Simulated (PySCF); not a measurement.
**QCISD(T)/STO-3G run of SiCl2 (SMILES Cl[Si]Cl)**

What is the energy change on altering one bond length of SiCl2 at QCISD(T)/STO-3G? The job is set up through a Python script.

The results are computed with PySCF 2.14.0.

8 further runs of the same task are left out: 1 that didn't finish, 7 set aside as unsound or not needed.

## (1) The structure to begin with

SiCl2 has 3 atoms, charge 0, and is taken as a singlet. SMILES: `Cl[Si]Cl`. Geometry: relaxed at GFN2-xTB.

Bond lengths: Si1–Cl2 2.052 Å, Si1–Cl3 2.052 Å. Angles: Cl2–Si1–Cl3 101.1°.

## (2) A single-point energy at QCISD(T)/STO-3G

Input file input.py:

```python
from pyscf import gto, cc

mol = gto.M(
    atom='''
Si     0.009713    -0.013134    -1.642815
Cl     2.988848    -0.035791     0.839190
Cl    -2.998561     0.048925     0.803644
''',
    spin=0,
    verbose=3,
    max_memory=1860,
    basis='sto-3g',
    unit='bohr',
)

mf = mol.RHF()
mf.conv_tol = 1e-10
mf.kernel()
if not mf.converged:
    mf = mf.newton().run(mf.mo_coeff, mf.mo_occ)

mycc = cc.QCISD(mf, frozen=15)
mycc.kernel()
e_t = mycc.qcisd_t()
e_final = mycc.e_tot + e_t
print(f'total energy: {e_final:.8f} hartree')
```

Started as:

```bash
$ OMP_NUM_THREADS=1 python input.py
```

What it wrote:

```text
converged SCF energy = -1194.84226631012
E(QCISD) = -1194.892741527359  E_corr = -0.05047521724226853
QCISD(T) correction = -0.00192103440908978
total energy: -1194.89466256 hartree
```

It took 1.1 s on 1 thread of Arm Neoverse N1, shared host; peak memory 0.12 GiB.

## (3) The distorted shape

Input file start.xyz:

```xyz
3
Cl2Si
Si    -0.783075    -0.000955    -1.526025
Cl     1.581630    -0.018940     0.444080
Cl    -2.374985     0.031885    -0.231415
```

Input file job.py:

```python
from pyscf import gto, scf, cc

mol = gto.Mole()
mol.atom = 'start.xyz'
mol.spin = 0
mol.max_memory = 1860
mol.basis = 'sto-3g'
mol.verbose = 3
mol.build()

hf = scf.RHF(mol)
hf.conv_tol = 1e-10
hf.kernel()
if not hf.converged:
    hf = hf.newton().run(hf.mo_coeff, hf.mo_occ)

mycc = cc.QCISD(hf, frozen=15)
mycc.kernel()
e_t = mycc.qcisd_t()
etot = mycc.e_tot + e_t
print(f'total energy: {etot:.8f} hartree')
```

Started as:

```bash
$ OMP_NUM_THREADS=1 python job.py
```

What it wrote:

```text
converged SCF energy = -1194.71676594584
E(QCISD) = -1194.788858536916  E_corr = -0.07209259107072519
QCISD(T) correction = -0.00280322725009944
total energy: -1194.79166176 hartree
```

Run time: 1.1 s. Hardware: 1 thread of Arm Neoverse N1, shared host; peak memory 0.1 GiB.

## (4) What came out

At QCISD(T)/STO-3G, 15 core orbitals frozen:

```
                                                           quantity           value
                                          first shape: total energy  -1194.89466 Eh
                  first shape: dipole moment (Hartree–Fock density)          2.98 D
                   first shape: HOMO energy (Hartree–Fock orbitals)        -8.33 eV
                   first shape: LUMO energy (Hartree–Fock orbitals)         3.82 eV
                 first shape: HOMO–LUMO gap (Hartree–Fock orbitals)        12.15 eV
          first shape: correlation energy (15 core orbitals frozen)       -52.4 mEh
                                        first shape: (T) correction       -1.92 mEh
                                         first shape: T1 diagnostic           0.012
                                      distorted shape: total energy  -1194.79166 Eh
              distorted shape: dipole moment (Hartree–Fock density)          8.21 D
               distorted shape: HOMO energy (Hartree–Fock orbitals)        -6.36 eV
               distorted shape: LUMO energy (Hartree–Fock orbitals)         1.98 eV
             distorted shape: HOMO–LUMO gap (Hartree–Fock orbitals)         8.33 eV
      distorted shape: correlation energy (15 core orbitals frozen)       -74.9 mEh
                                    distorted shape: (T) correction       -2.80 mEh
                                     distorted shape: T1 diagnostic           0.038
energy change with the Si1–Cl2 bond stretched from 2.052 to 3.078 Å        2.803 eV
```

With the Si1–Cl2 bond stretched from 2.052 to 3.078 Å the energy rises by 2.80 eV (65 kcal/mol). The first shape isn't relaxed at this level, so the change isn't measured from a minimum. A restricted reference can't describe the breaking bond well at this length. The minimal basis adds a large error of its own. Mulliken charges (first shape) of the mean-field density run from -0.40 on Cl2 to +0.80 on Si1; they depend strongly on the basis. The triples (first shape) make up 3.7 % of the correlation energy. The T1 diagnostic (distorted shape) of 0.038 is above the customary mark for such species, so a single reference may not serve. Mulliken charges (distorted shape) of the mean-field density run from -0.61 on Cl2 to +0.93 on Si1; they depend strongly on the basis. The triples (distorted shape) make up 3.7 % of the correlation energy.
